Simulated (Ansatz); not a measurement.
Job for Ansatz (a first-principles code): R-CCSD(T)/aug-cc-pV(D+d)Z on FCH3Clcomp1, charge -1. Charge -1. Files ending in .json are basis or fitting sets from the Basis Set Exchange.

Ansatz 0.2 input:
```yaml
crystal:
  periodic: [false, false, false]
  atoms:
    - {symbol: Cl, position_ang: [0.00000000, 0.00000000, 1.62313800]}
    - {symbol: C, position_ang: [0.00000000, 0.00000000, -0.22735800]}
    - {symbol: H, position_ang: [0.00000000, 1.02632100, -0.55514100]}
    - {symbol: H, position_ang: [0.88882000, -0.51316000, -0.55514100]}
    - {symbol: H, position_ang: [-0.88882000, -0.51316000, -0.55514100]}
    - {symbol: F, position_ang: [0.00000000, 0.00000000, -2.72930800]}
basis:
  gaussian:
    orbitals: aug-cc-pV_D+d_Z.json
total_charge: -1
magnetization: {spin_polarized: false}
correlation: {method: ccsd_t, electrons: outside_noble_gas}
scf: {lower_state_search: off}
```

The head of its log:

```
WARN ansatz: RAYON_NUM_THREADS=1 ignored (pool sized by the plan → 1); use --threads N
Functional definition: HF
these checks for a lower state are left out or cut short: stability, starts, cluster_reference, orbital_swaps, neighbouring_geometries, increment
integrals: 0.14 GiB planned
998 factors; integrals over basis functions are off by at most 9.8e-4 eV
mean field: 0.26 GiB planned
mean field evaluation 1: about -16286.4667 eV, gradient 2.3e1 eV
mean field evaluation 2: about -16286.4946 eV, gradient 2.3e1 eV
mean field evaluation 4: about -16288.0404 eV, gradient 2.8e0 eV
mean field evaluation 8: about -16288.0703 eV, gradient 1.9e-1 eV
mean field -16288.07051461 eV, -598.5755509612 hartree, gradient 3.2e-6 eV, S^2 0.000000; 0 other end points of the search recorded, 0 dependent functions left out
7 core orbitals not correlated
reference -16288.07051461 eV, -598.5755509612 hartree; 11, 11 occupied and 87, 87 virtual orbitals, 998 factors
```

Question: Give the final energy of this run.

Answer: -599.1658 hartree (reference determinant -598.5756, T1 diagnostic 0.017).
